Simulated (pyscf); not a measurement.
PySCF, gas phase, ωB97X-D3(BJ)/def2-SVP geometries. Correlated levels are frozen-core, on RHF or UHF. ΔMP2 is the change of the MP2 total energy from the triple- to the quadruple-zeta basis.

### Question
Estimate by transition-state theory the rate constant of F–CH(F)–Cl + H• -> F–CH₂–F + Cl• (doublet surface; C–Cl broken, C–H formed) at 1200 K, with CCSD(T)/def2-TZVPP + ΔMP2(QZVPP) energies (ideal gas, 1 atm, RRHO with modes under 100 cm⁻¹ raised to 100, one conformer, R ln 2 for rigid chiral ones; no tunnelling).

### Answer
The electronic barrier is 40.6 kcal/mol and the thermal terms add +30.1, so ΔG‡ = 70.8 kcal/mol. With k_BT/h = 2.50e+13 s⁻¹ and RT = 2.385 kcal/mol, and a volume of 1.64e-19 cm³ per molecule at 1 atm, k = 5.3e-19 cm³ molecule⁻¹ s⁻¹. Wigner's tunnelling factor for 1710i cm⁻¹ would be 1.18. A shift of 1 kcal/mol in the barrier changes k by a factor 1.5. The same reactants have a lower exit, to F–CH•–F + HCl (barrier +11.8 kcal/mol at ωB97M-D3(BJ), against +39.3 kcal/mol here). One saddle was located; it need not be the lowest between these sides. The angle at the attacked C is 153°. The CCSD(T) − MP2 part came from Ansatz, without density fitting, on the same reference. A UHF reference is spin-contaminated (<S²> up to 0.86), which harms MP2 most.
